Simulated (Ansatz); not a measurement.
Input for Ansatz (development build ahead of 0.2.0):

```yaml
crystal:
  periodic: [false, false, false]
  atoms:
    - { symbol: H, position_ang: [-0.00465, -0.06577, -1.50991] }
    - { symbol: C, position_ang: [-0.02798, -0.13933, -0.47775] }
    - { symbol: C, position_ang: [0.02259, 0.04519, 0.88752] }
basis:
  gaussian: { orbitals: "6-31G" }
magnetization:
  spin_polarized: true
  initial_magnetization: 1
hamiltonian:
  xc: hf
correlation:
  method: mp2
  frozen_orbitals: { C: 1, H: 0 }
```

The input is written out in the form of the current development build from the run's settings.

The run gave:

```
Converged                       : yes
Reference energy                : -76.10912 hartree
Correlation energy              : -0.10284 hartree
Total energy                    : -76.21197 hartree
Spin squared of the determinant : 1.848
```

Caution: the unrestricted determinant is a mixture of spin states.
